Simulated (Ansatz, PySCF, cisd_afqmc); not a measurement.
System: NH, charge 0, triplet. NH (SMILES [NH], triplet).
B3LYP-D3(BJ)/def2-TZVP minimum from Ansatz (a first-principles code):
```xyz
2

N      0.0000     0.0000    -0.1302
H      0.0000     0.0000     0.9116
```
Charge 0, spin multiplicity 3.

Atomisation energy term by term, kcal/mol (programs: Ansatz, cisd_afqmc). Radicals and triplets start from unrestricted determinants; spin-orbit coupling is neglected. Correlated methods leave the cores frozen. Rows without X2C or -DK are non-relativistic. AFQMC is phaseless with a CISD trial state; ± is one standard error, without the phaseless bias. Outlying blocks are dropped, and bars are widened where a walk drifts. Over all cases where full CI ran beside it in this data, AFQMC minus full CI had a median of +0.1 mEh and passed +0.4 mEh in a tenth of the cases. CBS(X,Y): correlation extrapolated as X^-3, Hartree-Fock from the larger set (Q,5: extrapolated as (X+1)exp(-9√X)). A bracket is a step between two methods taken in the basis named. '+ core + X2C': CCSD(T) terms for core correlation (cc-pwCVTZ) and scalar relativity (cc-pVTZ-DK). Full CI freezes restricted core orbitals, also for open shells; the composite that ends in it estimates full CI at the basis-set limit. Where a partner has so few electrons that a lower coupled-cluster level is exact, that level stands in.

```tsv
term	basis	kcal/mol
Hartree-Fock	CBS(cc-pVQZ,cc-pV5Z)	51.22
CCSD correlation	CBS(cc-pVQZ,cc-pV5Z)	30.51
(T)	CBS(cc-pVQZ,cc-pV5Z)	1.14
CCSDT(Q) - CCSD(T)	cc-pV5Z	0.12
FCI - CCSDT(Q)	cc-pVTZ	0.06
core correlation	cc-pwCVTZ	0.15
scalar relativity	X2C, cc-pVTZ-DK	-0.07
minus zero-point energy	Hessian by PySCF at B3LYP-D3(BJ)/def2-TZVP	-4.63
sum: D0		78.5
```

The step beyond CCSD(T) by other levels: FCI in cc-pVDZ 0.19; CCSDTQ in cc-pVDZ 0.15; AFQMC/CISD in cc-pVDZ 0.08 ± 0.04; CCSDT(Q) in cc-pVDZ 0.15; FCI in cc-pVTZ 0.18; CCSDTQ in cc-pVTZ 0.12; AFQMC/CISD in cc-pVTZ 0.08 ± 0.03; CCSDT(Q) in cc-pVTZ 0.12; AFQMC/CISD in cc-pVQZ 0.11 ± 0.05; CCSDT(Q) in cc-pVQZ 0.12 kcal/mol.
